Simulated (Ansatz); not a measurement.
Input file:

```yaml
crystal:
  periodic: [false, false, false]
  atoms:
    - {symbol: Si, position_ang: [0.000000, 0.000000, 4.386575]}
    - {symbol: Al, position_ang: [0.000000, 0.000000, -0.976425]}
    - {symbol: H, position_ang: [0.000000, 1.405470, -1.705075]}
    - {symbol: H, position_ang: [0.000000, -1.405470, -1.705075]}
basis:
  gaussian: {orbitals: cc-pVDZ}
magnetization: {spin_polarized: false, initial_magnetization: 3}
hamiltonian: {xc: {name: PBE}}
correlation: {method: ccsdt, electrons: valence}
```

```sh
$ ansatz run in.yaml --threads 1 --pin off --events-out ev --progress --plain --max-ram 2393MiB
```

Log:

```
825 factors; integrals over basis functions are off by at most 2.1e-7 eV
mean field evaluation 1: about -14492.6675 eV, gradient 1.3e1 eV
mean field evaluation 2: about -14492.6652 eV, gradient 1.3e1 eV
mean field evaluation 4: about -14489.6188 eV, gradient 1.2e1 eV
mean field evaluation 8: about -14493.5272 eV, gradient 1.5e0 eV
mean field evaluation 16: about -14493.5502 eV, gradient 4.5e-3 eV
mean field evaluation 32: about -14493.4698 eV, gradient 4.2e-2 eV
mean field evaluation 64: about -14493.5496 eV, gradient 8.7e-2 eV
mean field evaluation 96: about -14493.5440 eV, gradient 2.6e-1 eV
mean field evaluation 128: about -14493.4665 eV, gradient 3.2e-5 eV
mean field evaluation 160: about -14493.5496 eV, gradient 8.5e-2 eV
mean field -14493.55018314 eV, -532.6281451493 hartree, gradient 2.0e-6 eV, S^2 3.750000; 12 other end points of the search recorded, 0 dependent functions left out
...
cycle  11  -4.40547332 eV  change    4.9e-5 eV  update   1.0e-4
cycle  12  -4.40552410 eV  change   -5.1e-5 eV  update   6.2e-5
cycle  13  -4.40555667 eV  change   -3.3e-5 eV  update   6.1e-5
cycle  14  -4.40557688 eV  change   -2.0e-5 eV  update   4.5e-5
cycle  15  -4.40557092 eV  change    6.0e-6 eV  update   3.4e-5
cycle  16  -4.40556690 eV  change    4.0e-6 eV  update   3.4e-5
cycle  17  -4.40556807 eV  change   -1.2e-6 eV  update   1.2e-5
cycle  18  -4.40557015 eV  change   -2.1e-6 eV  update   4.4e-6
cycle  19  -4.40557166 eV  change   -1.5e-6 eV  update   1.5e-6
cycle  20  -4.40557180 eV  change   -1.4e-7 eV  update   7.6e-7
Total energy: -14476.82405574 eV, -532.0134713047 hartree
```

Ran on 1 thread of Intel Xeon 6975P-C, shared host: 9 s wall, 0.18 GiB peak host memory.
